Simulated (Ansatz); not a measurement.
# BH4N: the cost of one run

All numbers below are computed with Ansatz 0.2.0 (RKS PBE/6-31G*).

### 1 The starting structure

Bond lengths: B1–H2 1.190 Å, B1–N3 1.550 Å, N3–H4 1.060 Å, N3–H5 1.060 Å, B1–H6 1.190 Å. Angles: H2–B1–N3 120.0°, H2–B1–H6 120.0°, N3–B1–H6 120.0°, B1–N3–H4 120.0°, B1–N3–H5 120.0°, H4–N3–H5 120.0°.

Coordinates:

```xyz
6

B     0.0000    0.0000    0.0000
H     0.0000    0.0000    1.1900
N     1.3423    0.0000   -0.7750
H     1.8089   -0.9179   -1.0268
H     1.7937    0.9179   -1.0532
H    -1.0305    0.0000   -0.5950
```

### 2 Relaxing the start

Input file input.yaml:

```yaml
crystal:
  periodic: [false, false, false]
  atoms:
    - { symbol: B, position_ang: [0.0, 0.0, 0.0] }
    - { symbol: H, position_ang: [0.0, 0.0, 1.19] }
    - { symbol: "N", position_ang: [1.3423, 0.0, -0.775] }
    - { symbol: H, position_ang: [1.8089, -0.9179, -1.0268] }
    - { symbol: H, position_ang: [1.7937, 0.9179, -1.0532] }
    - { symbol: H, position_ang: [-1.0305, 0.0, -0.595] }
basis:
  gaussian: { orbitals: "6-31G*" }
hamiltonian:
  xc: pbe
relax:
  f_tol: 0.02
  max_steps: 40
output:
  orbitals: {}
```

The run is started by

```bash
$ ansatz run input.yaml --threads 1 --pin off --max-ram 2048MiB --backend cpu --events-out ev --progress --plain --runs-dir out
```

**Question.** How long does this run take on 1 thread of Arm Neoverse V1, shared host, and how much memory does it need?

About 7.9 s, with a peak of 0.095 GiB.
